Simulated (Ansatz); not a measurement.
This Ansatz (a first-principles code) input (PBE0/6-311G**) gives -109.42914 Eh with 36 basis functions. A basis named .json is the Basis Set Exchange file of that set (core-valence sets with the plain set on hydrogen).

Ansatz 0.2 input:
```yaml
crystal:
  periodic: [false, false, false]
  atoms:
    - {symbol: N, position_ang: [-0.00000000, -0.00000000, -0.54544247]}
    - {symbol: N, position_ang: [0.00000000, 0.00000000, 0.54544247]}
basis:
  gaussian:
    orbitals: 6-311G__.json
hamiltonian:
  xc: {name: PBE0}
magnetization: {spin_polarized: false}
```

Change:
```diff
- orbitals: 6-311G__.json
+ orbitals: aug-pcseg-3
```

**Question.** What does the run give now?

**Answer.** -109.45254 Eh (PBE0/aug-pcseg-3, 170 functions), a change of -23.40 mEh.
